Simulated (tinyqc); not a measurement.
Inside a calculation. Method: FCI on RHF in the sto-3g basis, frozen core, for HF, spin multiplicity 1. One step of it, computed by the program tinyqc.

Task: FCI: determinants and Hamiltonian. Slater-Condon rules over spin orbitals, with the nuclear repulsion and the energy of the frozen orbital added and E(HF) subtracted on the diagonal. Only determinants linked to the reference directly or through others are kept (one block of an abelian symmetry group), so some states are absent.

one-electron integrals dressed by the frozen orbital, h + 2 (pq|11) - (p1|1q) (hartree), lower triangle:
```
,2,3,4,5,6
2,-6.764040
3,0.288238,-5.264876
4,0.000000,0.000000,-6.150440
5,0.000000,0.000000,0.000000,-6.150440
6,0.578869,1.332291,0.000000,0.000000,-4.361275
```

energy of the frozen orbital, 2 h_11 + (11|11) = -75.59597205 hartree

Two-electron integrals over orbitals (pq|rs), unique and non-zero (hartree); the lowest 1 orbital is frozen and left out:
```
p,q,r,s,(pq|rs)
2,2,2,2,0.864809
3,2,2,2,-0.040247
3,2,3,2,0.145187
3,3,2,2,0.717164
3,3,3,2,-0.025097
3,3,3,3,0.707364
4,2,4,2,0.186599
4,3,4,2,-0.033697
4,3,4,3,0.039438
4,4,2,2,0.889041
4,4,3,2,-0.072572
4,4,3,3,0.706278
4,4,4,4,0.997514
5,2,5,2,0.186599
5,3,5,2,-0.033697
5,3,5,3,0.039438
5,4,5,4,0.053770
5,5,2,2,0.889041
5,5,3,2,-0.072572
5,5,3,3,0.706278
5,5,4,4,0.889973
5,5,5,5,0.997514
6,2,2,2,-0.102603
6,2,3,2,-0.066572
6,2,3,3,-0.026116
6,2,4,4,-0.100755
6,2,5,5,-0.100755
6,2,6,2,0.092621
6,3,2,2,-0.211369
6,3,3,2,0.088596
6,3,3,3,-0.104008
6,3,4,4,-0.227961
6,3,5,5,-0.227961
6,3,6,2,0.044828
6,3,6,3,0.211818
6,4,4,2,-0.033792
6,4,4,3,-0.019863
6,4,6,4,0.029959
6,5,5,2,-0.033792
6,5,5,3,-0.019863
6,5,6,5,0.029959
6,6,2,2,0.655081
6,6,3,2,0.055221
6,6,3,3,0.659623
6,6,4,4,0.635372
6,6,5,5,0.635372
6,6,6,2,-0.059379
6,6,6,3,-0.021714
6,6,6,6,0.691984
```

nuclear repulsion = 4.25231687 hartree

Hartree-Fock energy = -98.54700935 hartree

Give: determinants; H - E(HF) between determinants.

Result:

Occupation strings over the orbitals (2 doubly, a alpha, b beta, 0 empty; spin orbitals ordered 1a 1b 2a 2b ...): 222220 22a22b 2a222b 22b22a 2b222a 222202 222022 220222 2ab222 2ba222 202222

H - E(HF) between determinants (hartree), lower triangle:
```
,222220,22a22b,2a222b,22b22a,2b222a,222202,222022,220222,2ab222,2ba222,202222
222220,0.0000
22a22b,0.0000,0.5196
2a222b,0.0000,-0.0104,1.3099
22b22a,0.0000,-0.2118,-0.0448,0.5196
2b222a,0.0000,-0.0448,-0.0926,-0.0104,1.3099
222202,0.0300,0.0199,0.0338,-0.0199,-0.0338,1.0228
222022,0.0300,0.0199,0.0338,-0.0199,-0.0338,0.0538,1.0228
220222,0.2118,0.0823,-0.0886,-0.0823,0.0886,0.0394,0.0394,1.1193
2ab222,-0.0448,0.0886,-0.1897,-0.0333,0.0666,0.0337,0.0337,0.0907,1.9240
2ba222,0.0448,-0.0333,0.0666,0.0886,-0.1897,-0.0337,-0.0337,-0.0907,-0.1452,1.9240
202222,0.0926,0.0666,0.0432,-0.0666,-0.0432,0.1866,0.1866,0.1452,0.1059,-0.1059,2.8665
```
